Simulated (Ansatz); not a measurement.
The input, for Ansatz 0.2.0:

```yaml
crystal:
  periodic: [false, false, false]
  atoms:
    - {symbol: Ge, position_ang: [0.000000, 0.000000, 0.000000]}
    - {symbol: O, position_ang: [0.000000, 0.000000, 1.850446]}
basis:
  gaussian: {orbitals: STO-3G}
magnetization: {spin_polarized: false, initial_magnetization: 4}
correlation: {method: ccsd_t, electrons: all}
```

```sh
$ ansatz run in.yaml --threads 1 --pin off --events-out ev --progress --plain --max-ram 2393MiB
```

**Question.** Roughly how long does this take on 1 thread of Arm Neoverse V1, shared host, and how much host memory?

**Answer.** 1.3 s wall and 0.19 GiB.

```
245 factors; integrals over basis functions are off by at most 2.6e-5 eV
mean field evaluation 1: about -57835.4203 eV, gradient 3.9e0 eV
mean field evaluation 2: about -57835.4545 eV, gradient 3.9e0 eV
mean field evaluation 4: about -57835.6030 eV, gradient 6.0e-1 eV
mean field evaluation 8: about -57835.6431 eV, gradient 1.0e-1 eV
mean field evaluation 16: about -57835.5451 eV, gradient 1.4e0 eV
mean field evaluation 32: about -57835.6430 eV, gradient 5.4e-2 eV
mean field evaluation 64: about -57835.6435 eV, gradient 2.8e-1 eV
mean field evaluation 96: about -57830.5792 eV, gradient 2.2e1 eV
mean field evaluation 128: about -57831.5285 eV, gradient 2.6e-2 eV
mean field evaluation 160: about -57831.5297 eV, gradient 1.8e-2 eV
mean field evaluation 192: about -57831.1615 eV, gradient 1.1e0 eV
mean field evaluation 224: about -57824.3921 eV, gradient 7.7e0 eV
mean field -57835.64302367 eV, -2125.4206787131 hartree, gradient 2.7e-6 eV, S^2 6.000000; 8 other end points of the search recorded, 0 dependent functions left out
mean field evaluation 256: about -57835.3051 eV, gradient 1.7e-4 eV
mean field evaluation 288: about -57835.7920 eV, gradient 1.5e0 eV
determinant -57835.64302367 eV, -2125.4206787131 hartree, with singles and doubles -57836.76209384 eV, -2125.4618037831 hartree
determinant -57835.20573768 eV, -2125.4046087493 hartree, with singles and doubles -57835.72213410 eV, -2125.4235859678 hartree
reference -57835.64302367 eV, -2125.4206787131 hartree; 22, 18 occupied and 1, 5 virtual orbitals, 245 factors
second order -0.66788023 eV of doubles, -0.05808349 eV of singles
cycle   1  -1.11938760 eV  change   -3.2e-4 eV  update   1.3e-3
cycle   2  -1.11968494 eV  change   -3.0e-4 eV  update   9.4e-4
cycle   3  -1.12005252 eV  change   -3.7e-4 eV  update   5.8e-4
cycle   4  -1.12020881 eV  change   -1.6e-4 eV  update   2.1e-4
cycle   5  -1.12040036 eV  change   -1.9e-4 eV  update   6.2e-5
cycle   6  -1.12046521 eV  change   -6.5e-5 eV  update   2.5e-5
cycle   7  -1.12045611 eV  change    9.1e-6 eV  update   1.3e-5
perturbative correction -0.01849948 eV, -0.0006798435 hartree
Total energy: -57836.78197926 eV, -2125.4625345590 hartree
```
